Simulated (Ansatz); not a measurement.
# BF2+ (quintet): wave-function methods side by side, def2-QZVPP

The task here is to estimate one member of a computed series from the others.

Computed with Ansatz 0.2.0, Gaussian basis. Level: def2-QZVPP, core rule «outside noble gas», up to 3 orbitals frozen.

The runs, in order: UHF; ROHF; CCSD(T) on UHF.

## The system

The geometry is a PBE0/def2-TZVP stationary point (not a proven minimum) of the parent state, kept for this charge and spin.

3 atoms, charge 1, spin multiplicity 5.

Atoms are counted from 1 here; the program's logs count them from 0.

Bond lengths: B1–F2 1.470 Å, B1–F3 1.470 Å. Angles: F2–B1–F3 82.4°.

The first run:

Input file in.yaml:

```yaml
crystal:
  periodic: [false, false, false]
  atoms:
    - {symbol: B, position_ang: [0.000000, -0.860948, 0.000000]}
    - {symbol: F, position_ang: [0.000000, 0.244960, -0.967951]}
    - {symbol: F, position_ang: [0.000000, 0.244960, 0.967951]}
basis:
  gaussian: {orbitals: "def2-QZVPP.json"}
total_charge: 1
magnetization: {spin_polarized: true, initial_magnetization: 4}
hamiltonian: {xc: hf}
output: {orbitals: {seedname: orbitals}}
```

Started as:

```sh
ansatz run in.yaml --threads 1 --pin off --events-out ev --progress --plain --max-ram 2393MiB
```

Steps of the session up to this table: UHF; ROHF; CCSD(T) on UHF.

One table of the session follows, with a row left open; its other results are not shown here.

```
  method  from UCCSD(T) (meV)
    ROHF             +14239.6
     UHF             +13933.6
    UMP2                    ?
   UCCSD               +370.3
UCCSD(T)                    0
```

**Question.** Estimate the row for UMP2.

**Answer.** from UCCSD(T) (meV): +1129.4. In the column «from UCCSD(T) (meV)» it lies between UCCSD (+370.3) and UHF (+13933.6).
